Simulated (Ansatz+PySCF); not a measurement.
Values are calculated unless marked as measured or tabulated.
## Ansatz (development build ahead of 0.2.0) run

```yaml
crystal:
  periodic: [false, false, false]
  atoms:
    - { symbol: "N", position_ang: [1.02788, 0.0, 0.0] }
    - { symbol: C, position_ang: [0.30746, 1.02968, 0.0] }
    - { symbol: C, position_ang: [-0.90426, 0.65388, 0.0] }
    - { symbol: C, position_ang: [-0.90426, -0.65388, 0.0] }
    - { symbol: C, position_ang: [0.30746, -1.02968, 0.0] }
    - { symbol: H, position_ang: [1.95685, 0.0, 0.0] }
    - { symbol: H, position_ang: [0.70897, 1.94642, 0.0] }
    - { symbol: H, position_ang: [-1.70419, 1.25613, 0.0] }
    - { symbol: H, position_ang: [-1.70419, -1.25613, 0.0] }
    - { symbol: H, position_ang: [0.70897, -1.94642, 0.0] }
basis:
  gaussian: { orbitals: def2-SVP }
hamiltonian:
  xc: hf
correlation:
  method: mp2
  frozen_orbitals: { C: 1, H: 0, "N": 1 }
scf:
  omitted_lower_state_checks: [stability, starts, atomic_configurations, cluster_reference, orbital_swaps, given_window_search, neighbouring_geometries, increment]
```

The input is written out in the form of the current development build from the run's settings.

Results

```json
{
  "Converged": "yes",
  "Reference energy": "-208.56681 hartree",
  "Correlation energy": "-0.67545 hartree",
  "Total energy": "-209.24226 hartree",
  "Spin squared of the determinant": "0.000",
  "Occupied orbitals by symmetry in an Abelian subgroup (alpha; beta)": "9 A1 1 A2 2 B1 6 B2; 9 A1 1 A2 2 B1 6 B2"
}
```
